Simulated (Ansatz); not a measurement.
Computed with Ansatz on PBE0-D4/def2-TZVP structures; ΔE is electronic, products minus reactants. CBS: MP2 limit from def2 TZ/QZ plus the TZ coupled-cluster correction, frozen cores. This one scheme is used for every species, atoms too. Functionals use def2-TZVPP. HSE06 is defined as in plane-wave codes. No spin–orbit coupling; open shells (•) take unrestricted orbitals.

Consider the homolysis of the B–H bond: `CBC` → `C[B]C`• + H•.

`CBC`:

Z-matrix (Å, degrees):
```
C
B 1 1.558
H 1 1.093 2 113.7
H 1 1.102 2 105.5 3 114.6
H 1 1.092 2 115.1 3 -128.0
C 2 1.557 1 123.5 3 143.0
H 2 1.204 1 118.3 3 -36.9
H 6 1.102 2 105.4 1 -101.6
H 6 1.093 2 113.8 1 143.8
H 6 1.093 2 115.0 1 15.7
```

`C[B]C`•:

Cartesian coordinates in Å:
```
C -0.468 -1.317 -0.104
B 0.649 -0.253 -0.019
C 0.547 1.276 0.172
H -1.371 -1.059 0.464
H -0.153 -2.329 0.154
H -0.762 -1.352 -1.165
H -0.354 1.603 0.708
H 1.427 1.732 0.631
H 0.486 1.700 -0.842
```

```csv
level,ΔE (eV),difference from CCSD(T)/CBS
LDA (SPW92),4.92,0.16
PBE-D4,4.50,-0.26
BLYP-D4,4.59,-0.17
ωB97X-V,4.73,-0.03
PBE,4.49,-0.27
PBE0,4.53,-0.23
r2SCAN0,4.52,-0.24
HSE06,4.53,-0.23
MP2/def2-SVP,4.47,-0.29
SCS-MP2/def2-QZVPP,4.77,0.01
CCSD(T)/CBS,4.76,0
```

Largest T1 diagnostic among the species: 0.012.

In def2-TZVPP, CCSD(T) changes the Hartree–Fock value by +0.93 eV (the triples alone add +0.01 eV) and MP2 by +0.84 eV; breaking electron pairs costs correlation energy, which Hartree–Fock lacks. At CCSD(T), def2-SVP lies −0.18 eV from the extrapolated value and def2-TZVPP −0.06 eV: correlation converges slowly with the basis, and small sets miss more of it in the bonded molecule than in its fragments. Leaving LDA and LC-ωPBE aside and taking each functional with its dispersion term where it has one, the values, not all of them listed here, spread over 0.33 eV, from revPBE-D4 to ωB97M-V. LDA lies +0.43 eV from PBE without D4, its usual overbinding.
